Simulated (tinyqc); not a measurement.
Inside a calculation (part 2 of 2). Method: UKS/LDA (PW92) in the sto-3g basis, for BH2, spin multiplicity 2. Computed by tinyqc, a small Python program that keeps every step (integrals from PySCF). Command: `OMP_NUM_THREADS=1 python tinyqc.py 21115 21116 out.jsonl` (the two numbers bound the seeds that draw the settings). One thread of a shared host (Intel(R) Xeon(R) Processor @ 2.60GHz), about 3 s of CPU time with the checks.

Geometry (angstrom):
```
atom       x        y       z
B     0.0000   0.0000  0.0000
H     0.0000   1.3930  0.7130
H     0.0000  -1.4740  0.7540
```

## Iteration 2: DIIS over 2 matrices

error matrix X^T (FDS - SDF) X (alpha):
```
         1        2        3       4        5        6        7
1   0.0000   0.0019  -0.0003  0.0000  -0.1145  -0.0450  -0.1588
2  -0.0019   0.0000   0.0047  0.0000   0.0435  -0.2242   0.0128
3   0.0003  -0.0047   0.0000  0.0000  -0.0745   0.0249  -0.0933
4   0.0000   0.0000   0.0000  0.0000   0.0000   0.0000   0.0000
5   0.1145  -0.0435   0.0745  0.0000   0.0000   0.0093  -0.0409
6   0.0450   0.2242  -0.0249  0.0000  -0.0093   0.0000   0.0000
7   0.1588  -0.0128   0.0933  0.0000   0.0409   0.0000   0.0000
```

B (overlaps of the stored error matrices):
```
                1               2
1   4.5675236e-01  -4.1709271e-01
2  -4.1709271e-01   4.8934535e-01
```

Minimise |sum c_i e_i|^2 with sum c_i = 1: solve [B -1; -1 0][c; lambda] = [0; -1] with B_ij = tr e_i^T e_j summed over both spins, and take F = sum c_i F_i.

DIIS coefficients: 0.5092  0.4908

extrapolated F(alpha) (hartree), lower triangle:
```
          1B 1s    1B 2s   1B 2px   1B 2py   1B 2pz    2H 1s    3H 1s
1B 1s   -6.2283
1B 2s   -1.9020  -0.8235
1B 2px   0.0000   0.0000  -0.0293
1B 2py   0.0000  -0.0037   0.0000  -0.0396
1B 2pz   0.0090   0.0292   0.0000  -0.0034  -0.0193
2H 1s   -0.2081  -0.2204   0.0000  -0.1431  -0.0677  -0.1029
3H 1s   -0.1705  -0.1905   0.0000   0.1282  -0.0609  -0.0242  -0.0791
```

extrapolated F(beta) (hartree), lower triangle:
```
          1B 1s    1B 2s  1B 2px   1B 2py   1B 2pz    2H 1s    3H 1s
1B 1s   -6.2103
1B 2s   -1.8908  -0.7676
1B 2px   0.0000   0.0000  0.0471
1B 2py  -0.0004  -0.0062  0.0000  -0.0021
1B 2pz   0.0048   0.0003  0.0000  -0.0023   0.0342
2H 1s   -0.2071  -0.2139  0.0000  -0.1393  -0.0683  -0.0961
3H 1s   -0.1696  -0.1848  0.0000   0.1244  -0.0615  -0.0238  -0.0734
```

## Iteration 2: diagonalisation and new density

X:
```
              1        2        3       4        5        6       7
1B 1s   -0.4254   0.1558   0.6991  0.0000  -0.5539  -0.0603  0.2850
1B 2s    0.9107  -0.2656  -0.2719  0.0000  -0.2467  -0.0871  0.5109
1B 2px   0.0000   0.0000   0.0000  1.0000   0.0000   0.0000  0.0000
1B 2py   0.2914   0.8784  -0.0122  0.0000  -0.0022   0.5977  0.0903
1B 2pz   0.3614  -0.0940   0.6577  0.0000   0.6678  -0.0285  0.1969
2H 1s   -0.8037  -0.4743  -0.2552  0.0000   0.2078   0.3517  0.4182
3H 1s   -0.3685   0.8005  -0.2868  0.0000   0.2299  -0.4680  0.2859
```

Diagonalise F' = X^T F X, C = X C', fill 4 alpha and 3 beta electrons from the bottom; D(s) = C_occ C_occ^T. Each column has its largest component positive (the first on a tie).

F' = X^T F X (alpha) (hartree), lower triangle:
```
         1        2        3        4        5        6        7
1  -0.0701
2   0.1435   0.1818
3   0.8108  -0.3437  -2.2812
4   0.0000   0.0000   0.0000  -0.0293
5  -0.6806   0.3027   2.2819   0.0000  -2.4189
6  -0.0818   0.0596   0.3126   0.0000  -0.3362  -0.2194
7   0.4650  -0.2040  -1.6200   0.0000   1.7538   0.2497  -1.5489
```

orbital energies (alpha) (hartree): MO1 -6.2379, MO2 -0.3040, MO3 -0.1742, MO4 -0.0786, MO5 -0.0293, MO6 0.1887, MO7 0.2495

coefficients C (alpha):
```
            MO1      MO2      MO3      MO4     MO5      MO6      MO7
1B 1s    0.9875  -0.2705   0.0246   0.0981  0.0000   0.1571  -0.0482
1B 2s    0.0447   0.8299  -0.0897  -0.3848  0.0000  -0.6426   0.2088
1B 2px   0.0000   0.0000   0.0000   0.0000  1.0000   0.0000   0.0000
1B 2py   0.0005   0.0277   0.5556  -0.0285  0.0000   0.2298   0.9269
1B 2pz   0.0004  -0.0442   0.0417   0.7767  0.0000  -0.6478   0.1759
2H 1s   -0.0076   0.2817   0.4501   0.3138  0.0000   0.4766  -0.8186
3H 1s   -0.0068   0.2181  -0.4433   0.3733  0.0000   0.7938   0.4459
```

F' = X^T F X (beta) (hartree), lower triangle:
```
         1        2        3       4        5        6        7
1  -0.0451
2   0.1437   0.2098
3   0.7998  -0.3388  -2.2404
4   0.0000   0.0000   0.0000  0.0471
5  -0.6898   0.3069   2.3114  0.0000  -2.3719
6  -0.0798   0.0774   0.3144  0.0000  -0.3324  -0.1995
7   0.4796  -0.2071  -1.6276  0.0000   1.7390   0.2485  -1.5272
```

orbital energies (beta) (hartree): MO1 -6.2194, MO2 -0.2662, MO3 -0.1564, MO4 -0.0198, MO5 0.0471, MO6 0.2084, MO7 0.2792

coefficients C (beta):
```
            MO1      MO2      MO3      MO4     MO5      MO6      MO7
1B 1s    0.9880  -0.2502   0.0272   0.1407  0.0000   0.1571  -0.0412
1B 2s    0.0432   0.7564  -0.0939  -0.5259  0.0000  -0.6414   0.1803
1B 2px   0.0000   0.0000   0.0000   0.0000  1.0000   0.0000   0.0000
1B 2py   0.0005   0.0438   0.5170  -0.0063  0.0000   0.2028   0.9548
1B 2pz   0.0012   0.0534   0.0064   0.7489  0.0000  -0.6844   0.1591
2H 1s   -0.0074   0.3480   0.4482   0.3186  0.0000   0.4947  -0.7807
3H 1s   -0.0066   0.2593  -0.4956   0.3452  0.0000   0.7544   0.4597
```

D(alpha) after iteration 2, lower triangle:
```
          1B 1s    1B 2s  1B 2px   1B 2py  1B 2pz    2H 1s   3H 1s
1B 1s    1.0587
1B 2s   -0.2203   0.8468
1B 2px   0.0000   0.0000  0.0000
1B 2py   0.0038  -0.0158  0.0000   0.3102
1B 2pz   0.0896  -0.3393  0.0000  -0.0002  0.6069
2H 1s   -0.0419   0.0724  0.0000   0.2490  0.2501   0.3806
3H 1s   -0.0400   0.0768  0.0000  -0.2509  0.2618  -0.0209  0.3835
```

D(beta) after iteration 2, lower triangle:
```
          1B 1s    1B 2s  1B 2px   1B 2py  1B 2pz    2H 1s   3H 1s
1B 1s    1.0395
1B 2s   -0.1492   0.5828
1B 2px   0.0000   0.0000  0.0000
1B 2py   0.0036  -0.0154  0.0000   0.2692
1B 2pz  -0.0120   0.0398  0.0000   0.0057  0.0029
2H 1s   -0.0822   0.2208  0.0000   0.2470  0.0214   0.3220
3H 1s   -0.0849   0.2424  0.0000  -0.2449  0.0107  -0.1319  0.3129
```

## Iteration 10 (converged): orbitals

converged F(alpha) (hartree), lower triangle:
```
          1B 1s    1B 2s   1B 2px   1B 2py   1B 2pz    2H 1s    3H 1s
1B 1s   -6.1962
1B 2s   -1.8973  -0.8216
1B 2px   0.0000   0.0000  -0.0166
1B 2py  -0.0003  -0.0051   0.0000  -0.0370
1B 2pz   0.0001  -0.0038   0.0000  -0.0024  -0.0288
2H 1s   -0.2078  -0.2265   0.0000  -0.1499  -0.0768  -0.1401
3H 1s   -0.1702  -0.1964   0.0000   0.1348  -0.0694  -0.0249  -0.1245
```

converged F(beta) (hartree), lower triangle:
```
          1B 1s    1B 2s  1B 2px   1B 2py   1B 2pz    2H 1s    3H 1s
1B 1s   -6.1802
1B 2s   -1.8872  -0.7728
1B 2px   0.0000   0.0000  0.0221
1B 2py  -0.0003  -0.0052  0.0000  -0.0035
1B 2pz  -0.0065  -0.0458  0.0000  -0.0021   0.0453
2H 1s   -0.2069  -0.2206  0.0000  -0.1457  -0.0776  -0.1284
3H 1s   -0.1695  -0.1913  0.0000   0.1310  -0.0700  -0.0245  -0.1112
```

As before.

F' = X^T F X (alpha) (hartree), lower triangle:
```
         1        2        3        4        5        6        7
1  -0.0950
2   0.1469   0.1627
3   0.7828  -0.3320  -2.2696
4   0.0000   0.0000   0.0000  -0.0166
5  -0.6783   0.3010   2.2816   0.0000  -2.4025
6  -0.0764   0.0835   0.3110   0.0000  -0.3290  -0.2394
7   0.4661  -0.2025  -1.6183   0.0000   1.7237   0.2505  -1.5697
```

orbital energies (alpha) (hartree): MO1 -6.2063, MO2 -0.3149, MO3 -0.1975, MO4 -0.0774, MO5 -0.0166, MO6 0.1475, MO7 0.2352

coefficients C (alpha):
```
            MO1      MO2      MO3      MO4     MO5      MO6      MO7
1B 1s    0.9872  -0.2544  -0.0204   0.1384  0.0000   0.1590  -0.0387
1B 2s    0.0458   0.7658   0.0718  -0.5143  0.0000  -0.6453   0.1694
1B 2px   0.0000   0.0000   0.0000   0.0000  1.0000   0.0000   0.0000
1B 2py   0.0005   0.0324  -0.5009   0.0007  0.0000   0.1894   0.9666
1B 2pz   0.0022   0.0632  -0.0071   0.7624  0.0000  -0.6728   0.1399
2H 1s   -0.0081   0.3302  -0.4623   0.3047  0.0000   0.5229  -0.7673
3H 1s   -0.0072   0.2627   0.5052   0.3326  0.0000   0.7509   0.4624
```

F' = X^T F X (beta) (hartree), lower triangle:
```
         1        2        3       4        5        6        7
1  -0.0745
2   0.1495   0.1917
3   0.7735  -0.3290  -2.2176
4   0.0000   0.0000   0.0000  0.0221
5  -0.6887   0.3052   2.3238  0.0000  -2.3407
6  -0.0734   0.0947   0.3131  0.0000  -0.3265  -0.2188
7   0.4723  -0.2023  -1.6285  0.0000   1.7100   0.2504  -1.5513
```

orbital energies (beta) (hartree): MO1 -6.1897, MO2 -0.2893, MO3 -0.1796, MO4 0.0091, MO5 0.0221, MO6 0.1711, MO7 0.2670

coefficients C (beta):
```
            MO1      MO2      MO3      MO4     MO5      MO6      MO7
1B 1s    0.9876  -0.2380  -0.0206   0.1814  0.0000  -0.1388  -0.0328
1B 2s    0.0445   0.7086   0.0712  -0.6672  0.0000   0.5724   0.1460
1B 2px   0.0000   0.0000   0.0000   0.0000  1.0000   0.0000   0.0000
1B 2py   0.0005   0.0357  -0.4771   0.0152  0.0000  -0.1653   0.9827
1B 2pz   0.0035   0.1508   0.0106   0.6680  0.0000   0.7558   0.1307
2H 1s   -0.0080   0.3647  -0.4685   0.3439  0.0000  -0.5104  -0.7392
3H 1s   -0.0071   0.2847   0.5277   0.3690  0.0000  -0.7023   0.4729
```

D(alpha) after iteration 10, lower triangle:
```
          1B 1s    1B 2s  1B 2px   1B 2py  1B 2pz    2H 1s   3H 1s
1B 1s    1.0589
1B 2s   -0.2222   0.8582
1B 2px   0.0000   0.0000  0.0000
1B 2py   0.0026  -0.0115  0.0000   0.2519
1B 2pz   0.0917  -0.3441  0.0000   0.0062  0.5853
2H 1s   -0.0404   0.0626  0.0000   0.2424  0.2565   0.4156
3H 1s   -0.0382   0.0660  0.0000  -0.2443  0.2665  -0.0454  0.4349
```

D(beta) after iteration 10, lower triangle:
```
          1B 1s    1B 2s  1B 2px   1B 2py  1B 2pz    2H 1s   3H 1s
1B 1s    1.0324
1B 2s   -0.1261   0.5091
1B 2px   0.0000   0.0000  0.0000
1B 2py   0.0018  -0.0086  0.0000   0.2289
1B 2pz  -0.0327   0.1078  0.0000   0.0003  0.0229
2H 1s   -0.0850   0.2247  0.0000   0.2366  0.0500   0.3525
3H 1s   -0.0856   0.2390  0.0000  -0.2416  0.0485  -0.1433  0.3595
```

## Convergence

Stop when the energy changes by less than 1e-10 hartree and every element of the error matrix X^T (F D S - S D F) X (for each spin) is below 3e-06.

Course of the cycle:
```
iteration  E (hartree)     change  largest element of the error matrix
1           -24.765763          -                             2.57e-01
2           -24.814870  -4.91e-02                             2.30e-01
3           -25.129782  -3.15e-01                             5.16e-02
4           -25.140721  -1.09e-02                             5.34e-03
5           -25.140817  -9.59e-05                             2.46e-03
6           -25.140850  -3.38e-05                             4.76e-04
7           -25.140852  -1.71e-06                             7.88e-05
8           -25.140852  -8.05e-08                             4.17e-05
9           -25.140852  -6.58e-09                             1.01e-06
10          -25.140852  -1.20e-11                             4.93e-07
```

PySCF UKS in the same basis, fine grid, after a stability check = -25.140203 hartree

Converged in 10 iterations. The coarse grid moves the energy by -6.49e-04 hartree.

## Populations, bond orders and dipole

overlap S, lower triangle:
```
         1B 1s   1B 2s  1B 2px   1B 2py  1B 2pz   2H 1s   3H 1s
1B 1s   1.0000
1B 2s   0.2693  1.0000
1B 2px  0.0000  0.0000  1.0000
1B 2py  0.0000  0.0000  0.0000   1.0000
1B 2pz  0.0000  0.0000  0.0000   0.0000  1.0000
2H 1s   0.0288  0.3031  0.0000   0.3115  0.1595  1.0000
3H 1s   0.0236  0.2684  0.0000  -0.2825  0.1445  0.0241  1.0000
```

Mulliken: Z minus the diagonal of D S on the atom; Loewdin: the same with S^(1/2) D S^(1/2); Mayer order: 2 sum_s sum (D(s) S)_ij (D(s) S)_ji over the two atoms.

Charges (e):
```
atom  Mulliken  Loewdin  Mulliken spin
1B      0.0968   0.1014         0.8830
2H     -0.0452  -0.0477         0.0523
3H     -0.0516  -0.0537         0.0647
```

Mayer bond orders:
```
pair   order
2-1   0.9542
3-1   0.9521
3-2   0.0411
```

dipole moment about the origin, x y z (debye): 0.0000  0.0882  -0.0757

<S^2> of the determinant (pure state: 0.75) = 0.7506
